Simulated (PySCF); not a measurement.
Argon: a sound run and one with changed settings

Sound run: Ar [Ar], Ar⁺ [Ne] 3s2 3p5. All numbers are calculated (PySCF 2.14, the spin-free X2C one-electron Hamiltonian (Gaussian nucleus), in cc-pVTZ-DK). The sound run starts from symmetry-adapted Hartree-Fock orbitals and uses a fine grid where one is needed.

Changed run: 14 angular points. This setting is unsound on purpose.

```json
{"species": "Ar", "method": "UHF", "sound run (hartree)": "-528.62142", "changed run (hartree)": "-528.62142", "converged": "yes"}
{"species": "Ar", "method": "PBE0", "sound run (hartree)": "-529.20131", "changed run (hartree)": "-529.20131", "converged": "yes"}
{"species": "Ar", "method": "BP86", "sound run (hartree)": "-529.41721", "changed run (hartree)": "-529.41721", "converged": "yes"}
{"species": "Ar⁺", "method": "UHF", "sound run (hartree)": "-528.08649", "changed run (hartree)": "-528.08649", "converged": "yes"}
{"species": "Ar⁺", "method": "PBE0", "sound run (hartree)": "-528.62420", "changed run (hartree)": "-528.62441", "converged": "yes"}
{"species": "Ar⁺", "method": "BP86", "sound run (hartree)": "-528.83667", "changed run (hartree)": "-528.83685", "converged": "yes"}
```

Ionisation energy of Ar:

```
method  sound run (eV)  changed run (eV)
   UHF          14.556            14.556
  PBE0          15.704            15.698
  BP86          15.797            15.792
```

A coarse angular grid integrates products of high-l functions wrongly, so density functionals can shift, and the SCF can exploit the error; Hartree-Fock and MP2 need no grid.

For comparison, NIST gives 15.760 eV between the lowest levels.
